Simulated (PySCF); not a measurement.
**MgSi: one state, many levels of theory**

State: ³Σ⁻ (triplet), unpaired electrons π ↑↑. Set-up: PySCF, no relativity, basis sets Mg aug-cc-pVDZ, Si aug-cc-pV(D+d)Z. De refers to Mg + Si in their high-spin ground configurations, without counterpoise correction. The functionals are run spin-unrestricted. A positive dipole means Mg(−)Si(+). Levels whose curve was spin-contaminated or gave no clean fit are not listed.

| Level | Re (Å) | ωe (cm⁻¹) | De (eV) | μ (D) | CPU s a point (SCF and correlation, without the integrals) |
| --- | --- | --- | --- | --- | --- |
| ROHF | 2.764 | 178 | 0.228 | -3.38 | 0.18 |
| ROHF-MP2 | 2.557 | 313 | 0.84 | n/a | 0.32 |
| ROHF-SCS-MP2 | 2.581 | 293 | 0.70 | n/a | n/a |
| ROHF-CCSD | 2.603 | 289 | 0.72 | n/a | n/a |
| ROHF-CCSD(T) | 2.584 | 305 | 0.86 | n/a | 8.7 |
| PBE | 2.556 | 312 | 1.26 | -3.34 | 0.71 |
| PBEsol | 2.542 | 320 | 1.39 | -3.36 | 0.48 |
| BLYP | 2.586 | 289 | 0.96 | -3.25 | 0.45 |
| B97-3 | 2.567 | 303 | 1.02 | -3.59 | 0.64 |

Problem. Which functional lies closest to ROHF-CCSD(T) in De, which farthest, and by how much do they differ from it?

Solution. Closest is BLYP (+0.2 pm in Re, -5.2 % in ωe, +0.10 eV in De against ROHF-CCSD(T) in the same basis), farthest PBEsol (-4.2 pm in Re, +4.9 % in ωe, +0.53 eV in De). CCSD(T) converges more slowly with the basis than the functionals do and binds too weakly in this one, so the order can change at the basis-set limit.

Problem. What does second-order correlation do here, going from ROHF to ROHF-MP2?

Solution. ROHF-MP2 less ROHF: -20.7 pm in Re, +75.8 % in ωe, +0.61 eV in De. Correlation nearly always deepens the well. The bond shortens, as in weak, metallic or heavy-atom bonds, where dispersion and the correlation of outer-core electrons pull the atoms together.

Problem. What does all correlation do here, going from ROHF to ROHF-CCSD(T)?

Solution. ROHF-CCSD(T) less ROHF: -18.0 pm in Re, +71.3 % in ωe, +0.63 eV in De. Correlation nearly always deepens the well. The bond shortens, as in weak, metallic or heavy-atom bonds, where dispersion and the correlation of outer-core electrons pull the atoms together.

Correlated steps freeze 6 core orbitals. Correlated levels converge slowly with the basis: in double zeta they bind strong bonds too weakly, by up to about 1 eV, and carry superposition errors of some tenths. UHF is strongly spin-contaminated for MgSi, so the ROHF reference used there is far from stable. The state was picked by a PBE0 search and need not be the measured ground state.

The whole job (state search and all levels along the bond) took about 2.8 min on 1 thread of Oxide Virtual Turin-like (shared host), peak memory 0.91 GiB.
